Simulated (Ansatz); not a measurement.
A nudged elastic band was laid between two geometries of C$_{2}$H$_{6}$S (9 atoms, charge 0, multiplicity 1).

Level of theory: Ansatz 0.2.0, RKS PBE-D4/STO-3G.

* movable images: 7
* climbing image: yes
* spring: 5.0 eV/Å²
* optimiser: quadratic models (default)
* start path: IDPP
* force threshold: 0.03 eV/Å
* iteration limit: 60
* end points: relaxed

Initial state:

```xyz
9
Properties=species:S:1:pos:R:3
C -0.684 0.352 -0.586
C 0.668 -0.251 -0.099
S 0.557 -1.173 1.482
H -1.447 -0.440 -0.707
H -0.550 0.860 -1.560
H -1.067 1.094 0.140
H 1.038 -0.972 -0.856
H 1.424 0.561 -0.030
H 0.149 -0.076 2.197
```

Final state:

```xyz
9
Properties=species:S:1:pos:R:3
C -0.807 0.164 -0.505
C 0.579 -0.418 -0.096
S 0.921 -0.355 1.705
H -0.964 0.060 -1.597
H -0.873 1.239 -0.250
H -1.626 -0.366 0.017
H 0.625 -1.488 -0.385
H 1.376 0.106 -0.667
H 0.857 1.013 1.761
```

(1) Which bonds break or form, and what moves?

(2) Give the energies along the band, and the barrier.

(3) What is the geometry of the highest image?

(4) What are the harmonic wavenumbers there?

## Answers

(1) No bond is made or broken. The dihedral H6–C1–C2–S3 goes from 62 to -58°. The two ends are copies of one structure, up to a mirror image or an exchange of like atoms.

(2) It converged. The highest image is number 4 of 0 to 8, 12.1 kJ/mol above the ends, which have the same energy within 2 meV. A vibrational analysis at the climbing image gives one clearly imaginary mode, 231i cm⁻¹: a first-order saddle point. Limits of this set-up: minimal basis.

```json
{"image": "0", "path coordinate (Å)": "0.00", "energy (kJ/mol)": "0.0", "dihedral H6–C1–C2–S3 (°)": "62"}
{"image": "1", "path coordinate (Å)": "0.40", "energy (kJ/mol)": "1.7", "dihedral H6–C1–C2–S3 (°)": "48"}
{"image": "2", "path coordinate (Å)": "0.81", "energy (kJ/mol)": "6.0", "dihedral H6–C1–C2–S3 (°)": "33"}
{"image": "3", "path coordinate (Å)": "1.21", "energy (kJ/mol)": "10.3", "dihedral H6–C1–C2–S3 (°)": "18"}
{"image": "4", "path coordinate (Å)": "1.62", "energy (kJ/mol)": "12.1", "dihedral H6–C1–C2–S3 (°)": "2"}
{"image": "5", "path coordinate (Å)": "2.02", "energy (kJ/mol)": "10.3", "dihedral H6–C1–C2–S3 (°)": "-13"}
{"image": "6", "path coordinate (Å)": "2.42", "energy (kJ/mol)": "6.0", "dihedral H6–C1–C2–S3 (°)": "-28"}
{"image": "7", "path coordinate (Å)": "2.83", "energy (kJ/mol)": "1.7", "dihedral H6–C1–C2–S3 (°)": "-43"}
{"image": "8", "path coordinate (Å)": "3.23", "energy (kJ/mol)": "0.0", "dihedral H6–C1–C2–S3 (°)": "-58"}
```

(3) 
```xyz
9
Properties=species:S:1:pos:R:3:forces:R:3
C -0.773 0.228 -0.560 0.01 0.00 -0.01
C 0.607 -0.373 -0.101 -0.01 0.01 0.03
S 0.771 -0.640 1.707 0.00 0.00 -0.01
H -1.310 -0.475 -1.224 0.00 0.00 0.00
H -0.628 1.174 -1.113 0.00 0.00 0.00
H -1.427 0.437 0.307 0.00 0.00 0.00
H 0.753 -1.366 -0.569 0.00 0.00 -0.01
H 1.430 0.275 -0.469 0.00 0.00 -0.01
H 0.666 0.694 2.006 0.00 0.00 0.00
```

(4) 231i, 244, 352, 760, 808, 1006, 1067, 1124, 1195, 1338, 1404, 1534, 1626, 1648, 1653, 2878, 3249, 3259, 3370, 3412, 3419 cm⁻¹.

Time of the run: 30 s on 1 thread of Arm Neoverse V2, on a shared host, peak memory 0.083 GiB.
